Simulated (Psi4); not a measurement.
**M06-2X/aug-cc-pVDZ run of C3H3O− (SMILES [O-]C1=CC1)**

Aim: the energy change on altering one bond length of C3H3O− at M06-2X/aug-cc-pVDZ, from 2 runs. 

The results are computed with Psi4 1.11.

### 1 The molecule

C3H3O− has 7 atoms, charge -1, and is taken as a singlet. SMILES: `[O-]C1=CC1`. The shape is that of a GFN2-xTB optimisation.

Bond lengths: O1–C2 1.246 Å, C2–C3 1.318 Å, C2–C4 1.535 Å, C3–C4 1.497 Å, C3–H5 1.069 Å, C4–H6 1.102 Å, C4–H7 1.103 Å. Some angles: O1–C2–C3 155.7°, O1–C2–C4 141.6°, C3–C2–C4 62.8°, C2–C3–C4 65.7°, C2–C4–C3 51.5°, C2–C3–H5 153.6°, C4–C3–H5 140.7°, C2–C4–H6 121.2°, C2–C4–H7 121.0°, C3–C4–H6 120.7°.

### 2 Energy and forces at M06-2X/aug-cc-pVDZ

Input file calc.dat:

```
memory 1600 mb

molecule {
  -1 1
  O     -1.515410    -1.273610     0.770980
  C     -0.525880    -0.668260     0.316010
  C      0.714010    -0.546810    -0.115510
  C     -0.071000     0.727780    -0.131220
  H      1.684150    -0.924560    -0.360030
  H      0.134310     1.524010     0.602880
  H     -0.420190     1.161440    -1.083110
  units angstrom
  symmetry c1
}

set {
  puream               true
  e_convergence        1e-09
  d_convergence        1e-08
  scf_type             pk
  dft_radial_points    99
  dft_spherical_points 590
}

gradient('m06-2x/aug-cc-pVDZ')
```

Launch:

```bash
$ psi4 calc.dat calc.out -n 1
```

calc.out:

```text
[...]
  Running in c1 symmetry.
[...]
  Nuclear repulsion =  101.212379289385154
[...]
  Multiplicity = 1
[...]
  Nalpha       = 15
  Nbeta        = 15
[...]
    Number of basis functions: 119
[...]
   @RKS iter   1:  -190.88042756858007   -2.61584e-01   6.72561e-03 ADIIS/DIIS
[...]
   @RKS iter  13:  -191.23257176147752   -1.69962e-11   6.55402e-09 DIIS
[...]
    Orbital Energies [Eh]
    ---------------------
    Doubly Occupied:
       1A    -19.382520     2A    -10.397529     3A    -10.346806
       4A    -10.318211     5A     -0.899656     6A     -0.729547
       7A     -0.471634     8A     -0.398698     9A     -0.308859
      10A     -0.306122    11A     -0.252928    12A     -0.199349
      13A     -0.166142    14A     -0.065078    15A     -0.039795
[...]
  @RKS Final Energy:  -191.23257176147752
   => Energetics <=
    Nuclear Repulsion Energy =            101.2123792893851544
    One-Electron Energy =                -465.9016411345165238
    Two-Electron Energy =                 186.0663923093507321
    DFT Exchange-Correlation Energy =     -12.6097022256968927
    Empirical Dispersion Energy =           0.0000000000000000
    VV10 Nonlocal Energy =                  0.0000000000000000
    Total Energy =                       -191.2325717614775158
[...]
 Multipole Moments:
 ------------------------------------------------------------------------------------
     Multipole            Electronic (a.u.)      Nuclear  (a.u.)        Total (a.u.)
 ------------------------------------------------------------------------------------
 L = 1.  Multiply by 2.5417464519 to convert [e a0] to [Debye]
 Dipole X            :         -1.7834506            2.4005728            0.6171222
 Dipole Y            :         -2.4899238            2.8963194            0.4063956
 Dipole Z            :          1.1211012           -1.4146682           -0.2935669
 Magnitude           :                                                    0.7950967
[...]
  -Total Gradient:
     Atom            X                  Y                   Z
    ------   -----------------  -----------------  -----------------
       1        0.006804465657     0.002997042458    -0.002736664236
       2        0.010817743793     0.002838200262    -0.004489537926
       3       -0.011694281460     0.000932186014     0.003680398837
       4        0.000819582168    -0.011174412240     0.002502341252
       5       -0.010147710477     0.005637019383     0.002161449913
       6        0.000582980641    -0.001390018421    -0.004004133698
       7        0.002822921639     0.000150392266     0.002885046670
[...]
```

Wall time 51 s (1 thread of Intel Xeon 6975P-C (Granite Rapids), shared host); peak memory 0.74 GiB.

### 3 The distorted shape

Input file c3h3o.py:

```python
import psi4

psi4.set_memory('1600 MB')
psi4.set_num_threads(1)
psi4.core.set_output_file('psi4.out', False)

m = psi4.geometry("""
-1 1
O     -1.618059    -1.671703     0.403951
C     -0.628529    -1.066353    -0.051019
C      0.611361    -0.944903    -0.482539
C     -0.173649     0.329687    -0.498249
H      1.581501    -1.322653    -0.727059
H      0.134310     1.524010     0.602880
H     -0.522839     0.763347    -1.450139
units angstrom
symmetry c1
no_reorient
no_com
""")

psi4.set_options({
    'basis': 'aug-cc-pVDZ',
    'reference': 'rks',
    'puream': True,
    'e_convergence': 1e-09,
    'd_convergence': 1e-08,
    'scf_type': 'pk',
    'dft_radial_points': 99,
    'dft_spherical_points': 590,
})

result, w = psi4.gradient("m06-2x", molecule=m, return_wfn=True)
print('gradient / Eh bohr^-1')
print(result.np.round(6))
print(f'energy = {w.energy():.10f} Eh')
```

Launch:

```bash
$ python c3h3o.py
```

psi4.out:

```text
[...]
  Running in c1 symmetry.
[...]
  Nuclear repulsion =   99.555035149856693
[...]
  Multiplicity = 1
[...]
  Nalpha       = 15
  Nbeta        = 15
[...]
    Number of basis functions: 119
[...]
   @RKS iter   1:  -190.75995165982161   -3.06960e-01   6.92833e-03 DIIS/ADIIS
[...]
   @RKS iter  14:  -191.17335666937450   -5.03064e-12   5.21526e-09 DIIS
[...]
    Orbital Energies [Eh]
    ---------------------
    Doubly Occupied:
       1A    -19.399657     2A    -10.420065     3A    -10.397033
       4A    -10.348117     5A     -0.916715     6A     -0.748776
       7A     -0.465476     8A     -0.414547     9A     -0.325860
      10A     -0.291444    11A     -0.259686    12A     -0.190483
      13A     -0.172702    14A     -0.081509    15A     -0.055967
[...]
  @RKS Final Energy:  -191.17335666937450
   => Energetics <=
    Nuclear Repulsion Energy =             99.5550351498566926
    One-Electron Energy =                -462.1119095365329486
    Two-Electron Energy =                 183.9295137083935288
    DFT Exchange-Correlation Energy =     -12.5459959910917451
    Empirical Dispersion Energy =           0.0000000000000000
    VV10 Nonlocal Energy =                  0.0000000000000000
    Total Energy =                       -191.1733566693744990
[...]
 Multipole Moments:
 ------------------------------------------------------------------------------------
     Multipole            Electronic (a.u.)      Nuclear  (a.u.)        Total (a.u.)
 ------------------------------------------------------------------------------------
 L = 1.  Multiply by 2.5417464519 to convert [e a0] to [Debye]
 Dipole X            :         25.8509072          -24.3706678            1.4802395
 Dipole Y            :         43.6417632          -42.5156895            1.1260736
 Dipole Z            :          8.0504695           -8.5671717           -0.5167022
 Magnitude           :                                                    1.9303191
[...]
  -Total Gradient:
     Atom            X                  Y                   Z
    ------   -----------------  -----------------  -----------------
       1       -0.003427884109     0.001218311691     0.001780643697
       2        0.033574684904    -0.008668104909    -0.015851584398
       3       -0.015325250369    -0.025731455199     0.006700523860
       4       -0.015583529562    -0.007502347690    -0.031265219431
       5       -0.009985568294     0.006505473517     0.002766666580
       6        0.013509669328     0.044862660164     0.044531081402
       7       -0.002777647357    -0.010676934927    -0.008663132519
[...]
```

Standard output:

```text
gradient / Eh bohr^-1
[[-0.003428  0.001218  0.001781]
 [ 0.033575 -0.008668 -0.015852]
 [-0.015325 -0.025731  0.006701]
 [-0.015584 -0.007502 -0.031265]
 [-0.009986  0.006505  0.002767]
 [ 0.01351   0.044863  0.044531]
 [-0.002778 -0.010677 -0.008663]]
energy = -191.1733566694 Eh
```

Wall time 51 s (1 thread of Intel Xeon 6975P-C (Granite Rapids), shared host); peak memory 0.75 GiB.

### 4 Results

At M06-2X/aug-cc-pVDZ:

```
                                                              quantity          value
                                             first shape: total energy  -191.23257 Eh
                                              first shape: HOMO energy       -1.08 eV
                                              first shape: LUMO energy        3.10 eV
    first shape: HOMO–LUMO gap (to an unbound level, set by the basis)        4.19 eV
                                 first shape: largest force on an atom     0.632 eV/Å
                                         distorted shape: total energy  -191.17336 Eh
                                          distorted shape: HOMO energy       -1.52 eV
                                          distorted shape: LUMO energy        3.00 eV
distorted shape: HOMO–LUMO gap (to an unbound level, set by the basis)        4.52 eV
                             distorted shape: largest force on an atom     3.324 eV/Å
     energy change with the C4–H6 bond stretched from 1.102 to 1.653 Å       1.611 eV
```

**Reading.** With the C4–H6 bond stretched from 1.102 to 1.653 Å the energy rises by 1.61 eV (37 kcal/mol). The first shape isn't relaxed at this level, so the change isn't measured from a minimum. The largest force (first shape) is 0.63 eV/Å: the shape isn't a stationary point for this species at this level.
